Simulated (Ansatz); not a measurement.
# BeMgH (quartet): the correlation ladder, def2-QZVPP

One table from this session's results is given with a row withheld; the runs are named, their logs left out.

The runs use Ansatz 0.2.0, Gaussian basis; def2-QZVPP, core rule «outside noble gas», up to 6 orbitals frozen.

To be run: UHF; ROHF; CCSD(T) on UHF.

5 further runs of the same task are left out: 2 that didn't finish, 3 set aside as unsound or not needed.

## What is computed

The geometry is a PBE0/def2-TZVP stationary point (not a proven minimum) of the parent state, kept for this charge and spin.

3 atoms, charge 0, spin multiplicity 4.

Atoms are counted from 1 here; the program's logs count them from 0.

Bond lengths: Mg2–H3 1.724 Å.

The first run:

The input, in.yaml:

```yaml
crystal:
  periodic: [false, false, false]
  atoms:
    - {symbol: Be, position_ang: [0.000000, 0.000000, 2.297743]}
    - {symbol: Mg, position_ang: [0.000000, 0.000000, -0.286971]}
    - {symbol: H, position_ang: [0.000000, 0.000000, -2.010772]}
basis:
  gaussian: {orbitals: "def2-QZVPP.json"}
magnetization: {spin_polarized: true, initial_magnetization: 3}
hamiltonian: {xc: hf}
output: {orbitals: {seedname: orbitals}}
```

Run with:

```bash
> ansatz run in.yaml --threads 1 --pin off --events-out ev --progress --plain --max-ram 2393MiB
```

Among the steps run: UHF; ROHF; CCSD(T) on UHF.

One of the session's tables, all rows but one given; the rest of the session is left out.

| method | from UCCSD(T) (kJ/mol) |
| --- | --- |
| ROHF | +151.4 |
| UHF | +150.2 |
| UMP2 | ? |
| UCCSD | +2.5 |
| UCCSD(T) | 0 |

Estimate the missing values for UMP2.

**Answer.** from UCCSD(T) (kJ/mol): +41.3. In the column «from UCCSD(T) (kJ/mol)» it lies between UCCSD (+2.5) and UHF (+150.2).
